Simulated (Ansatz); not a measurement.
Several settings on one geometry of the cluster Li3 (the lowest doublet isomer of a short search) (that of the charge 0 doublet, PBE/def2-TZVP). Ansatz on 4 threads of Arm Neoverse V1 on a shared host; times are rough.

```tsv
atom	x (Å)	y (Å)	z (Å)
Li1	-0.868	-0.544	-1.097
Li2	1.667	-0.758	0.091
Li3	-0.799	1.303	1.006
```

Totals from different functionals, basis sets or treatments of relativity can't be compared as stabilities.

HSE06 is defined as in plane-wave codes, on full-range PBE exchange.

The spins typed aren't always the lowest for that charge.

Q: Give the basis size and estimate the energy, ⟨S²⟩, dipole and time of these runs.

| run | method | charge | state | further keys |
| --- | --- | --- | --- | --- |
| 1 | RKS revPBE/def2-TZVP | -1 | singlet | scf: {lower_state_search: full}; forces asked |
| 2 | ROKS PBEsol/STO-3G | 0 | doublet | accuracy: high; scf: {lower_state_search: full} |
| 3 | UKS r2SCAN50/def2-TZVP | 0 | doublet | scf: {omitted_lower_state_checks: [starts]}; forces asked |
| 4 | UKS HSE06/6-31G | 0 | doublet | forces asked |

A: 
| run | functions | energy (Eh) | ⟨S²⟩ | dipole (D) | wall time |
| --- | --- | --- | --- | --- | --- |
| 1 | 42 | -22.5219 | – | – | 0.55 s |
| 2 | 15 | -21.8991 | – | – | 2.9 s |
| 3 | 42 | -22.4894 | 0.86 | 0.60 | 1.4 s |
| 4 | 27 | -22.4448 | 0.81 | 0.36 | 1.8 s |

The highest occupied level of an anion often lies above zero with these methods, and sets without diffuse functions describe the outer electron poorly. The restricted singlet is unstable towards broken spin symmetry in Hartree–Fock (as tested in another run); at RKS revPBE/def2-TZVP this wasn't settled. At UKS r2SCAN50/def2-TZVP the charge 0 doublet is spin-contaminated (final ⟨S²⟩ up to 0.86, 0.75 for a pure state).
